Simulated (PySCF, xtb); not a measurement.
H3P, SMILES P (connectivity only; charge and spin as stated), charge +1, multiplicity 2.

Geometry: PBE-D3(BJ)/def2-TZVPD. The spin state was assumed, not searched.

Level of theory: PySCF with C-PCM-M06-2X/def2-TZVPD.

The values are the electrostatic part of the solvation free energy, E(continuum) − E(gas) at the gas-phase geometry, in a cavity of scaled van der Waals radii (PySCF's table); cavitation and dispersion terms are not included.

```csv
solvent,ε,ΔG(elec) (kcal/mol)
water,78.36,-74.1
ethylethanoate,5.99,?
dimethylsulfoxide,46.83,-73.5
```

Task: Some entries are withheld; supply them. (Estimate from the structure and the level; the computed values follow.)

Result: 
- ethylethanoate, ΔG(elec) (kcal/mol): -62.5

For comparison, GFN2-xTB/ALPB(water) (xtb, at the GFN2-xTB geometry, all terms of that model) gives -68.3 kcal/mol.
